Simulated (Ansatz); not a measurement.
Wavefunction ladder for `[CH]1CCC1` radical

Cartesian coordinates in Å:
```
C 0.626 0.699 0.657
C 0.866 0.079 -0.680
C -0.525 -0.598 -0.551
C -0.723 0.084 0.829
H 1.212 1.369 1.273
H 1.716 -0.612 -0.743
H 0.964 0.780 -1.519
H -0.493 -1.687 -0.513
H -1.246 -0.299 -1.312
H -1.564 0.788 0.881
H -0.833 -0.604 1.677
```

Total charge 0; spin multiplicity 2. Geometry: relaxed with PBE0-D4/def2-TZVP. Frozen core, unrestricted reference, Ansatz. CBS rows extrapolate triple and quadruple zeta; past MP2 they add the triple-zeta difference.

```tsv
basis	HF (Eh)	MP2 corr.	CCSD corr.	(T)	CCSD(T) total
def2-SVP	-155.35507	?	-0.58342	-0.01794	?
def2-TZVPP	?	-0.65014	-0.69397	?	?
def2-QZVPP	-155.53049	-0.69133	–	–	–
CBS(def2)	?	-0.72184	-0.76567	as TZ	?
```

**Question.** Fill in the withheld values. (Estimate.)

**Answer.** Ansatz gave: def2-SVP MP2 corr.: -0.53130; def2-SVP CCSD(T) total: -155.95643; def2-TZVPP HF (Eh): -155.52344; def2-TZVPP (T): -0.02812; def2-TZVPP CCSD(T) total: -156.24553; CBS(def2) HF (Eh): -155.53147; CBS(def2) CCSD(T) total: -156.32526.
